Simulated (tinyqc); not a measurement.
Inside a calculation. Method: CCSD on RHF in the sto-3g basis, frozen core, for LiH, spin multiplicity 1. Computed by tinyqc, a small Python program that keeps every step (integrals from PySCF). Settings: charge = 0, multiplicity = 1, basis = sto-3g, method = RHF, frozen orbitals = 1, energy threshold = 1e-10, iteration cap = 86, orthogonalisation = symmetric, start = core, DIIS depth = 6, amplitude equations = CCSD, DIIS depth for amplitudes = 4, cap on updates = 68. Command: `OMP_NUM_THREADS=1 python tinyqc.py 29090 29091 out.jsonl` (the two numbers bound the seeds that draw the settings). One thread of a shared host (Intel(R) Xeon(R) Processor @ 2.60GHz), about 0.2 s of CPU time with the checks. The early iterations of the SCF are left out here.

## One-electron integrals

Geometry (angstrom):
```
atom,x,y,z
Li,0.0000,0.0000,0.0000
H,0.0000,0.0000,1.5450
```

Basis sto-3g: exponents (1/bohr^2) and contraction coefficients of normalised primitives:
```
element,l (shell),exponent,coefficient
Li,s (1),16.1196,0.1543
Li,s (1),2.9362,0.5353
Li,s (1),0.7947,0.4446
Li,s (2),0.6363,-0.1000
Li,s (2),0.1479,0.3995
Li,s (2),0.0481,0.7001
Li,p (3),0.6363,0.1559
Li,p (3),0.1479,0.6077
Li,p (3),0.0481,0.3920
H,s (1),3.4253,0.1543
H,s (1),0.6239,0.5353
H,s (1),0.1689,0.4446
```

Overlap, kinetic and nuclear-attraction integrals over the contracted functions; the nuclear repulsion is the sum of Za Zb / Rab.

nuclear repulsion = 1.027529 hartree

overlap S, lower triangle:
```
,1Li 1s,1Li 2s,1Li 2px,1Li 2py,1Li 2pz,2H 1s
1Li 1s,1.0000
1Li 2s,0.2411,1.0000
1Li 2px,0.0000,0.0000,1.0000
1Li 2py,0.0000,0.0000,0.0000,1.0000
1Li 2pz,0.0000,0.0000,0.0000,0.0000,1.0000
2H 1s,0.0748,0.4090,0.0000,0.0000,0.5228,1.0000
```

kinetic energy T (hartree), lower triangle:
```
,1Li 1s,1Li 2s,1Li 2px,1Li 2py,1Li 2pz,2H 1s
1Li 1s,3.5768
1Li 2s,-0.0202,0.1022
1Li 2px,0.0000,0.0000,0.3197
1Li 2py,0.0000,0.0000,0.0000,0.3197
1Li 2pz,0.0000,0.0000,0.0000,0.0000,0.3197
2H 1s,-0.0166,0.0459,0.0000,0.0000,0.1373,0.7600
```

nuclear attraction V (hartree), lower triangle:
```
,1Li 1s,1Li 2s,1Li 2px,1Li 2py,1Li 2pz,2H 1s
1Li 1s,-8.3254
1Li 2s,-1.0469,-1.5041
1Li 2px,0.0000,0.0000,-1.4607
1Li 2py,0.0000,0.0000,0.0000,-1.4607
1Li 2pz,-0.0173,-0.1251,0.0000,0.0000,-1.5613
2H 1s,-0.3241,-0.7738,0.0000,0.0000,-1.0030,-2.2507
```

core Hamiltonian H = T + V (hartree), lower triangle:
```
,1Li 1s,1Li 2s,1Li 2px,1Li 2py,1Li 2pz,2H 1s
1Li 1s,-4.7486
1Li 2s,-1.0672,-1.4020
1Li 2px,0.0000,0.0000,-1.1410
1Li 2py,0.0000,0.0000,0.0000,-1.1410
1Li 2pz,-0.0173,-0.1251,0.0000,0.0000,-1.2416
2H 1s,-0.3407,-0.7279,0.0000,0.0000,-0.8657,-1.4907
```

## Two-electron integrals

Functions are numbered as in S; the eight-fold symmetry (ij|kl) = (ji|kl) = (kl|ij) leaves the list below.

Two-electron integrals (ij|kl) in chemists' order, unique and non-zero (hartree):
```
i,j,k,l,(ij|kl)
1,1,1,1,1.6804
2,1,1,1,0.2654
2,1,2,1,0.0499
2,2,1,1,0.3977
2,2,2,1,0.0929
2,2,2,2,0.2906
3,1,3,1,0.0090
3,2,3,1,0.0138
3,2,3,2,0.0642
3,3,1,1,0.3966
3,3,2,1,0.0929
3,3,2,2,0.2905
3,3,3,3,0.3129
4,1,4,1,0.0090
4,2,4,1,0.0138
4,2,4,2,0.0642
4,3,4,3,0.0169
4,4,1,1,0.3966
4,4,2,1,0.0929
4,4,2,2,0.2905
4,4,3,3,0.2792
4,4,4,4,0.3129
5,1,5,1,0.0090
5,2,5,1,0.0138
5,2,5,2,0.0642
5,3,5,3,0.0169
5,4,5,4,0.0169
5,5,1,1,0.3966
5,5,2,1,0.0929
5,5,2,2,0.2905
5,5,3,3,0.2792
5,5,4,4,0.2792
5,5,5,5,0.3129
6,1,1,1,0.0802
6,1,2,1,0.0152
6,1,2,2,0.0286
6,1,3,3,0.0283
6,1,4,4,0.0283
6,1,5,1,0.0018
6,1,5,2,0.0034
6,1,5,5,0.0293
6,1,6,1,0.0050
6,2,1,1,0.1595
6,2,2,1,0.0375
6,2,2,2,0.1209
6,2,3,3,0.1150
6,2,4,4,0.1150
6,2,5,1,0.0061
6,2,5,2,0.0347
6,2,5,5,0.1324
6,2,6,1,0.0135
6,2,6,2,0.0793
6,3,3,1,0.0033
6,3,3,2,0.0145
6,3,5,3,0.0056
6,3,6,3,0.0063
6,4,4,1,0.0033
6,4,4,2,0.0145
6,4,5,4,0.0056
6,4,6,4,0.0063
6,5,1,1,0.1895
6,5,2,1,0.0451
6,5,2,2,0.1511
6,5,3,3,0.1411
6,5,4,4,0.1411
6,5,5,1,0.0096
6,5,5,2,0.0531
6,5,5,5,0.1709
6,5,6,1,0.0171
6,5,6,2,0.1093
6,5,6,5,0.1534
6,6,1,1,0.3409
6,6,2,1,0.0817
6,6,2,2,0.2862
6,6,3,3,0.2616
6,6,4,4,0.2616
6,6,5,1,0.0162
6,6,5,2,0.1074
6,6,5,5,0.3349
6,6,6,1,0.0311
6,6,6,2,0.2307
6,6,6,5,0.3315
6,6,6,6,0.7746
```

## Orthogonalisation

S = U s U^T; symmetric (Loewdin) form X = U s^(-1/2) U^T, so that X^T S X = 1.

eigenvalues of S: 0.3316  0.7983  1.0000  1.0000  1.1679  1.7022

X, lower triangle:
```
,1Li 1s,1Li 2s,1Li 2px,1Li 2py,1Li 2pz,2H 1s
1Li 1s,1.0230
1Li 2s,-0.1277,1.1191
1Li 2px,0.0000,0.0000,1.0000
1Li 2py,0.0000,0.0000,0.0000,1.0000
1Li 2pz,-0.0032,0.1222,0.0000,0.0000,1.1551
2H 1s,0.0029,-0.2941,0.0000,0.0000,-0.3740,1.2503
```

## Iteration 7 (converged): orbitals

converged F (hartree), lower triangle:
```
,1Li 1s,1Li 2s,1Li 2px,1Li 2py,1Li 2pz,2H 1s
1Li 1s,-2.3449
1Li 2s,-0.6399,-0.2296
1Li 2px,0.0000,0.0000,0.1639
1Li 2py,0.0000,0.0000,0.0000,0.1639
1Li 2pz,0.0138,-0.1087,0.0000,0.0000,-0.0059
2H 1s,-0.2037,-0.2774,0.0000,0.0000,-0.2385,-0.1605
```

Diagonalise F' = X^T F X, C = X C', fill 2 alpha and 2 beta electrons from the bottom; D = 2 C_occ C_occ^T. Each column has its largest component positive (the first on a tie).

F' = X^T F X (hartree), lower triangle:
```
,1,2,3,4,5,6
1,-2.2918
2,-0.3501,-0.0026
3,0.0000,0.0000,0.1639
4,0.0000,0.0000,0.0000,0.1639
5,0.0271,0.0253,0.0000,0.0000,0.1670
6,-0.0488,-0.2825,0.0000,0.0000,-0.3228,0.1313
```

orbital energies (hartree): MO1 -2.3476, MO2 -0.2899, MO3 0.0787, MO4 0.1639, MO5 0.1639, MO6 0.5627

coefficients C:
```
,MO1,MO2,MO3,MO4,MO5,MO6
1Li 1s,0.9912,-0.1709,-0.2093,0.0000,0.0000,0.0861
1Li 2s,0.0324,0.4503,0.8005,0.0000,0.0000,-0.7250
1Li 2px,0.0000,0.0000,0.0000,0.9989,0.0474,0.0000
1Li 2py,0.0000,0.0000,0.0000,-0.0474,0.9989,0.0000
1Li 2pz,-0.0068,0.3479,-0.6126,0.0000,0.0000,-0.9963
2H 1s,0.0057,0.5461,-0.1364,0.0000,0.0000,1.2136
```

D after iteration 7, lower triangle:
```
,1Li 1s,1Li 2s,1Li 2px,1Li 2py,1Li 2pz,2H 1s
1Li 1s,2.0233
1Li 2s,-0.0898,0.4076
1Li 2px,0.0000,0.0000,0.0000
1Li 2py,0.0000,0.0000,0.0000,0.0000
1Li 2pz,-0.1324,0.3129,0.0000,0.0000,0.2422
2H 1s,-0.1754,0.4922,0.0000,0.0000,0.3799,0.5965
```

Within a degenerate level the vectors are fixed only up to a rotation; this is one choice.

## Convergence

Stop when the energy changes by less than 1e-10 hartree and every element of the error matrix X^T (F D S - S D F) X is below 3e-06.

Course of the cycle:
```
iteration,E (hartree),change,largest element of the error matrix
1,-7.823016,-,1.84e-01
2,-7.862218,-3.92e-02,2.32e-02
3,-7.863026,-8.09e-04,4.60e-03
4,-7.863137,-1.10e-04,1.32e-03
5,-7.863147,-1.08e-05,2.66e-05
6,-7.863147,-2.61e-09,1.57e-06
7,-7.863147,-5.75e-12,1.38e-08
```

PySCF RHF in the same basis = -7.863147 hartree

Converged in 7 iterations.

## Integrals over molecular orbitals

(pq|rs) = sum C_ip C_jq C_kr C_ls (ij|kl), one index at a time.

one-electron integrals over orbitals h = C^T H C (hartree), lower triangle:
```
,1,2,3,4,5,6
1,-4.7391
2,0.1076,-1.5141
3,0.1676,0.0344,-1.1293
4,0.0000,0.0000,0.0000,-1.1410
5,0.0000,0.0000,0.0000,0.0000,-1.1410
6,-0.0300,-0.0688,0.0315,0.0000,0.0000,-0.9414
```

Two-electron integrals over orbitals (pq|rs), unique and non-zero (hartree); the lowest 1 orbital is frozen and left out:
```
p,q,r,s,(pq|rs)
2,2,2,2,0.4911
3,2,2,2,-0.0477
3,2,3,2,0.0125
3,3,2,2,0.2252
3,3,3,2,0.0068
3,3,3,3,0.3384
4,2,4,2,0.0237
4,3,4,2,0.0192
4,3,4,3,0.0413
4,4,2,2,0.2729
4,4,3,2,0.0052
4,4,3,3,0.2821
4,4,4,4,0.3129
5,2,5,2,0.0237
5,3,5,2,0.0192
5,3,5,3,0.0413
5,4,5,4,0.0169
5,5,2,2,0.2729
5,5,3,2,0.0052
5,5,3,3,0.2821
5,5,4,4,0.2792
5,5,5,5,0.3129
6,2,2,2,0.1297
6,2,3,2,-0.0340
6,2,3,3,-0.0109
6,2,4,4,-0.0134
6,2,5,5,-0.0134
6,2,6,2,0.1234
6,3,2,2,-0.0511
6,3,3,2,0.0089
6,3,3,3,0.0360
6,3,4,4,0.0018
6,3,5,5,0.0018
6,3,6,2,-0.0314
6,3,6,3,0.0263
6,4,4,2,-0.0196
6,4,4,3,-0.0138
6,4,6,4,0.0196
6,5,5,2,-0.0196
6,5,5,3,-0.0138
6,5,6,5,0.0196
6,6,2,2,0.4559
6,6,3,2,-0.0427
6,6,3,3,0.2418
6,6,4,4,0.2688
6,6,5,5,0.2688
6,6,6,2,0.1377
6,6,6,3,-0.0438
6,6,6,6,0.4554
```

## CCSD: starting amplitudes

t_ij^ab = <ij||ab> / (e_i + e_j - e_a - e_b), whose energy is MP2.

Starting amplitudes (spin orbitals 1a, 1b, ...; amplitudes related by a flip of all spins are not repeated):
```
from,to,t
2a 2b,6a 6b,-0.0723
2a 2b,3a 6b,0.0278
2a 2b,5a 5b,-0.0261
2a 2b,4a 4b,-0.0261
2a 2b,3a 3b,-0.0170
```

correlation energy = -0.012269 hartree

## CCSD: amplitude update 1

t_i^a D_i^a and t_ij^ab D_ij^ab are set to the remaining terms of the spin-orbital equations, evaluated with the old amplitudes; for the doubles these are <ij||ab> + 1/2 <ab||ef> t_ij^ef + 1/2 <mn||ij> t_mn^ab + P(ij)P(ab) <mb||ej> t_im^ae + terms in t^2 + terms with t1, D the orbital-energy denominators.

Amplitudes after update 1 (spin orbitals 1a, 1b, ...; amplitudes related by a flip of all spins are not repeated):
```
from,to,t
2a 2b,6a 6b,-0.0985
2a 2b,3a 6b,0.0405
2a 2b,5a 5b,-0.0290
2a 2b,4a 4b,-0.0290
2a 2b,3a 3b,-0.0201
2a,3a,0.0090
2a,6a,0.0005
```

correlation energy = -0.016532 hartree

## CCSD: amplitude update 2

As before.

Amplitudes after update 2 (spin orbitals 1a, 1b, ...; amplitudes related by a flip of all spins are not repeated):
```
from,to,t
2a 2b,6a 6b,-0.1077
2a 2b,3a 6b,0.0468
2a 2b,5a 5b,-0.0288
2a 2b,4a 4b,-0.0288
2a 2b,3a 3b,-0.0240
2a,3a,0.0166
2a,6a,0.0014
```

correlation energy = -0.018125 hartree

## CCSD: amplitude update 3

t_i^a D_i^a and t_ij^ab D_ij^ab are set to the remaining terms of the spin-orbital equations, evaluated with the old amplitudes; for the doubles these are <ij||ab> + 1/2 <ab||ef> t_ij^ef + 1/2 <mn||ij> t_mn^ab + P(ij)P(ab) <mb||ej> t_im^ae + terms in t^2 + terms with t1, D the orbital-energy denominators. DIIS then mixes the stored amplitudes.

DIIS coefficients: -0.8418  1.8418

Amplitudes after update 3 (spin orbitals 1a, 1b, ...; amplitudes related by a flip of all spins are not repeated):
```
from,to,t
2a 2b,6a 6b,-0.1133
2a 2b,3a 6b,0.0533
2a 2b,3a 3b,-0.0294
2a 2b,5a 5b,-0.0282
2a 2b,4a 4b,-0.0282
2a,3a,0.0271
2a,6a,0.0026
```

correlation energy = -0.019298 hartree

## CCSD: convergence

E_corr = 1/4 sum <ij||ab> t_ij^ab + 1/2 sum <ij||ab> t_i^a t_j^b; stop when the norm of the change is below 1e-8.

Course of the amplitude iterations:
```
update,correlation energy (hartree),norm of the change
0,-0.012269,-
1,-0.016532,6.55e-02
2,-0.018125,2.87e-02
3,-0.019298,1.55e-02
4,-0.019374,6.11e-03
5,-0.019390,8.52e-04
6,-0.019390,7.66e-05
7,-0.019389,1.00e-05
8,-0.019389,7.48e-07
9,-0.019389,1.74e-07
10,-0.019389,2.17e-08
11,-0.019389,1.75e-09
```

Converged amplitudes (spin orbitals 1a, 1b, ...; amplitudes related by a flip of all spins are not repeated):
```
from,to,t
2a 2b,6a 6b,-0.1114
2a 2b,3a 6b,0.0572
2a,3a,0.0372
2a 2b,3a 3b,-0.0342
2a 2b,5a 5b,-0.0283
2a 2b,4a 4b,-0.0283
2a,6a,0.0033
```

CCSD total energy = -7.882537 hartree

T1 diagnostic, norm of the one-spin t1 over sqrt(correlated electrons) = 0.0264

Converged in 11 updates, with DIIS from the third.
